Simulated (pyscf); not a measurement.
**Routes from ZnH₂ (SMILES [ZnH2]) + H₃C–OH (SMILES CO)**

Candidate steps break at most two bonds and form at most two. Each was searched with GFN2-xTB (tblite) first. Optimised with ωB97X-D3(BJ)/def2-SVP in PySCF. Energies: ωB97M-D3(BJ)/def2-TZVP, kcal/mol, from the separated reactants, singlet surface; ΔG‡ with ideal gas, 1 atm, RRHO with modes under 100 cm⁻¹ raised to 100, one conformer, R ln 2 for chiral ones without a mode under 150 cm⁻¹.

```tsv
products	type	ΔE‡	ΔE	ΔG‡ 298 K	ΔG‡ 900 K	ν‡ (cm⁻¹)
H₃C–O–ZnH + H₂	four-centre exchange	17.1	-3.8	23.7	41.6	1210i
HO–ZnH + CH₄	four-centre exchange	57.5	-35.3	64.9	81.9	1234i
```

Row 1: On the reactant side the descent ends in an adduct with a O–Zn contact (not fully relaxed), 10.5 kcal/mol under the separated species and 26.0 kcal/mol under the saddle at ωB97X-D3(BJ)/def2-TZVP. Row 2: On the reactant side the descent ends in an adduct with a O–Zn contact, 10.5 kcal/mol under the separated species and 68.5 kcal/mol under the saddle at ωB97X-D3(BJ)/def2-TZVP. 

Plain bond fissions and candidates not yet searched are not listed, and one of them may be faster. Each barrier is that of the saddle found; lower ones may exist. Elements up to Kr have no core potential and no relativistic terms here.
